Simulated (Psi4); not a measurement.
# SiNH3 (SMILES [N][SiH3]): UBP86/6-311+G(d,p) (sweep point 7)

Aim: a structure relaxation of SiNH3. Input form: a Python script.

The calculation is run with Psi4 1.11.

5 further runs of the same task are left out: 3 that didn't finish, 2 set aside as unsound or not needed.

## (1) The molecule

SiNH3 has 5 atoms, charge 0, and is taken as a triplet. SMILES: `[N][SiH3]`. The coordinates come from a GFN2-xTB relaxation. The run starts from this shape.

Bond lengths: N1–Si2 1.655 Å, Si2–H3 1.476 Å, Si2–H4 1.476 Å, Si2–H5 1.476 Å. Angles: N1–Si2–H3 111.3°, N1–Si2–H4 111.1°, N1–Si2–H5 111.1°, H3–Si2–H4 107.7°, H3–Si2–H5 107.7°, H4–Si2–H5 107.7°.

## (2) A geometry optimisation at UBP86/6-311+G(d,p) (sweep point 7)

job.py reads:

```python
import psi4

psi4.set_memory('1600 MB')
psi4.set_num_threads(1)
psi4.core.set_output_file('output.dat', False)

mol = psi4.geometry("""
0 3
N     -1.536630     0.334330     0.479510
Si     0.010240    -0.002340    -0.003820
H      0.064950    -0.313200    -1.445390
H      0.555100    -1.162980     0.727210
H      0.906340     1.144190     0.242490
symmetry c1
""")

options = {'reference': 'uks', 'puream': True, 'scf_type': 'pk', 'dft_radial_points': 150, 'dft_spherical_points': 974, 'g_convergence': 'gau_tight', 'geom_maxiter': 50, 'maxiter': 150}
psi4.set_options(options)

e_tot, wfn = psi4.optimize('bp86/6-311+G**', molecule=mol, return_wfn=True)
print(f'total energy {e_tot:.8f} hartree = {e_tot * 27.211386:.5f} eV')
mol.save_xyz_file('final.xyz', False)
for k, v in sorted(psi4.core.scalar_variables().items()):
    print(f'{k:45s} {v:18.10f}')
```

Run with:

```console
$ python job.py
```

What values should one expect? Wanted: total energy at the end; dipole moment; HOMO energy; LUMO energy; ⟨S²⟩.

Computed results:

Level: UBP86/6-311+G** (sweep point 7).

```
                          quantity          value
           total energy at the end  -345.97215 Eh
                     dipole moment         1.96 D
HOMO energy (highest over α and β)       -7.33 eV
 LUMO energy (lowest over α and β)       -4.70 eV
                              ⟨S²⟩          2.005
```

What this shows: At the final geometry: Bond lengths: N1–Si2 1.805 Å, Si2–H3 1.500 Å, Si2–H4 1.500 Å, Si2–H5 1.500 Å. Angles: N1–Si2–H3 109.0°, N1–Si2–H4 109.0°, N1–Si2–H5 109.0°, H3–Si2–H4 110.0°, H3–Si2–H5 110.0°, H4–Si2–H5 110.0°. The optimisation took 9 steps and changed the energy by -0.273 eV.
